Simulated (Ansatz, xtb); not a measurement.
# Worked example: CH3NO + BH2(OH) → CH2O2 + BH2(NH2)

Species: CH3NO (formamide) `NC=O`, singlet; BH2(OH), singlet; CH2O2 (formic acid) `O=CO`, singlet; BH2(NH2), singlet. The partners trade NH2 for OH: C–NH2 and B–OH bonds give way to C–OH and B–NH2.

Shapes, held fixed at every level: PBE0-D4/def2-TZVP. Flexible molecules stand in one conformer, not always the lowest. Programs: Ansatz 0.2.0, xtb 6.7.1. The zero-point and thermal change to 298 K, harmonic and unscaled (PBE0-D4/def2-TZVP), is +1.7 kJ/mol.

At CCSD(T)/CBS estimate; 1 Eh = 2625.50 kJ/mol:

```
 species  energy (Eh)
   CH3NO  -169.734352
 BH2(OH)  -101.804136
   CH2O2  -189.602962
BH2(NH2)   -81.934993
```

Question: Work out ΔH(298 K) of the reaction at this level.

Answer: 
1. Products less reactants: (-189.602962) + (-81.934993) − [(-169.734352) + (-101.804136)] = 0.000533 Eh = +1.4 kJ/mol.
2. With the thermal change: +1.4 + (+1.7) = +3.1 kJ/mol.

Other levels give +0.1 (CCSD(T)/def2-SVP) to +7.4 kJ/mol (HF/def2-TZVPP). No measured value is set beside it here. The CBS estimate extrapolates MP2 from def2-TZVPP and def2-QZVPP and adds CCSD(T) − MP2 in the triple-zeta set, cores frozen.
